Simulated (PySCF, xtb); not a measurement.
hydrogen peroxide (H₂O₂), SMILES OO.

GFN2-xTB (xtb) at its own geometry gives an orbital gap of 7.58 eV and a dipole moment of 0.00 D.

Coordinates come from a B3LYP-D3(BJ)/def2-TZVP optimisation. A frequency run showed that this geometry is not a minimum.

Task: What does PBE0/def2-TZVPD (PySCF) give? (The exact figures need the calculation; the answer reports its results.)

Result: gap 7.47 eV (levels -7.62 and -0.15 eV), dipole 0.00 D.
